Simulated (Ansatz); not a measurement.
Scan of SiH, quartet

Starting geometry (PBE0/def2-TZVP stationary point for this spin):

```yaml
atoms:
  - { symbol: Si, position_ang: [0.0000, 0.0000, 0.0000] }
  - { symbol: H, position_ang: [0.0000, 0.0000, 1.4995] }
```

From there H2 moves along the line of the two atoms named below, all else staying in place; atoms are numbered as listed. Energies are in eV, counted from the starting geometry at the same level.

Basis cc-pVTZ; Ansatz 0.2.0. Correlated methods freeze the noble-gas cores. R marks a restricted (for open shells ROHF) determinant, U an unrestricted one. Active spaces: valence = (5e, 5o) chosen from the atoms' valence shells.

A value is left out where its run failed or describes another state than the reference as far as symmetry and spin tell, or, spin-broken singlets apart, can't be checked.

Full CI is exact within this basis and frozen core; it isn't the basis-set limit. The frozen core follows each run's orbitals, which can shift R against U totals by a few meV.

```json
{"distance Si1-H2 (Å)": "1.197", "full CI": "1.201", "unpaired electrons (full CI)": "3.01", "error UHF": "-0.093", "error RCCSD": "-0.020", "error UCCSD": "-0.020", "error RCCSD(T)": "-0.005", "error BCCD(T)": "-0.005", "error CASSCF (valence space)": "0.001"}
{"distance Si1-H2 (Å)": "1.336", "full CI": "0.276", "unpaired electrons (full CI)": "3.02", "error UHF": "-0.064", "error RCCSD": "-0.013", "error UCCSD": "-0.012", "error RCCSD(T)": "-0.003", "error BCCD(T)": "-0.003", "error CASSCF (valence space)": "-0.002"}
{"distance Si1-H2 (Å)": "1.500", "full CI": "0.000", "unpaired electrons (full CI)": "3.02", "error UHF": "0.000", "error RCCSD": "0.000", "error UCCSD": "0.000", "error RCCSD(T)": "0.000", "error BCCD(T)": "0.000", "error CASSCF (valence space)": "0.000"}
{"distance Si1-H2 (Å)": "1.623", "full CI": "0.088", "unpaired electrons (full CI)": "3.03", "error UHF": "0.064", "error RCCSD": "0.012", "error UCCSD": "0.010", "error RCCSD(T)": "0.003", "error BCCD(T)": "0.003", "error CASSCF (valence space)": "0.009"}
{"distance Si1-H2 (Å)": "1.802", "full CI": "0.396", "unpaired electrons (full CI)": "3.04", "error UHF": "0.144", "error RCCSD": "0.029", "error UCCSD": "0.021", "error RCCSD(T)": "0.006", "error BCCD(T)": "0.006", "error CASSCF (valence space)": "0.038"}
{"distance Si1-H2 (Å)": "2.110", "full CI": "0.937", "unpaired electrons (full CI)": "3.05", "error UHF": "0.093", "error RCCSD": "0.021", "error UCCSD": "0.019", "error RCCSD(T)": "0.006", "error BCCD(T)": "0.007", "error CASSCF (valence space)": "0.107"}
{"distance Si1-H2 (Å)": "2.410", "full CI": "1.228", "unpaired electrons (full CI)": "3.05", "error UHF": "-0.034", "error RCCSD": "0.005", "error UCCSD": "0.003", "error RCCSD(T)": "0.002", "error BCCD(T)": "0.002", "error CASSCF (valence space)": "0.118"}
{"distance Si1-H2 (Å)": "2.775", "full CI": "1.364", "unpaired electrons (full CI)": "3.04", "error UHF": "-0.114", "error RCCSD": "-0.005", "error UCCSD": "-0.007", "error RCCSD(T)": "-0.001", "error BCCD(T)": "-0.001", "error CASSCF (valence space)": "0.064"}
{"distance Si1-H2 (Å)": "3.276", "full CI": "1.420", "unpaired electrons (full CI)": "3.04", "error UHF": "-0.150", "error RCCSD": "-0.008", "error UCCSD": "-0.011", "error RCCSD(T)": "-0.002", "error BCCD(T)": "-0.002", "error CASSCF (valence space)": "0.024"}
{"distance Si1-H2 (Å)": "3.952", "full CI": "1.438", "unpaired electrons (full CI)": "3.04", "error UHF": "-0.163", "error RCCSD": "-0.009", "error UCCSD": "-0.012", "error RCCSD(T)": "-0.002", "error BCCD(T)": "-0.002", "error CASSCF (valence space)": "0.011"}
{"distance Si1-H2 (Å)": "5.117", "full CI": "1.443", "unpaired electrons (full CI)": "3.04", "error UHF": "-0.166", "error RCCSD": "-0.009", "error UCCSD": "-0.013", "error RCCSD(T)": "-0.002", "error BCCD(T)": "-0.002", "error CASSCF (valence space)": "–"}
```

Unpaired electrons are Σ n²(2−n)² over natural occupations. Errors are those of relative energies. In total energy the starting point itself misses full CI by: UHF 2.275, RCCSD 0.103, UCCSD 0.100, RCCSD(T) 0.024, BCCD(T) 0.024, CASSCF (valence space) 1.838 eV.

Spread of the error over the points with a reference, to 5.117 Å (largest less smallest): RCCSD(T) 0.012, BCCD(T) 0.012, UCCSD 0.041, RCCSD 0.050, CASSCF (valence space) 0.120 (10 of 11 points), UHF 0.311 eV.

Going outwards, the relative energy of CASSCF (valence space) first misses by more than 0.043 eV (1 kcal/mol) at 2.110 Å.
